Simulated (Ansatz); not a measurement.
Be, singlet; Ansatz (a quantum-chemistry and plane-wave program) with PBE/3-21G.

Here is a job for Ansatz.
Ansatz 0.2 input:
```yaml
crystal:
  periodic: [false, false, false]
  atoms:
    - {symbol: Be, position_ang: [0.00000000, 0.00000000, 0.00000000]}
basis:
  gaussian:
    orbitals: 3-21G.json
hamiltonian:
  xc: pbe
```
The basis file holds 3-21G in the JSON format of the Basis Set Exchange.

What does Ansatz print? Leave out banner, timings and long lists.


```
Functional definition: PBE
37 factors; integrals over basis functions are off by at most 9.5e-5 eV
mean field evaluation 1: about -395.6606 eV, gradient 5.0e-2 eV
mean field evaluation 2: about -395.6605 eV, gradient 6.4e-2 eV
mean field evaluation 4: about -395.6605 eV, gradient 3.1e-4 eV
mean field evaluation 8: about -395.6605 eV, gradient 2.5e-6 eV
mean field -395.66046643 eV, -14.5402539531 hartree, gradient 2.5e-6 eV, S^2 0.000000; 0 other end points of the search recorded, 0 dependent functions left out
reference -395.66048792 eV, -14.5402547426 hartree; 2, 2 occupied and 7, 7 virtual orbitals, 37 factors
Total energy: -395.66048792 eV, -14.5402547426 hartree
```
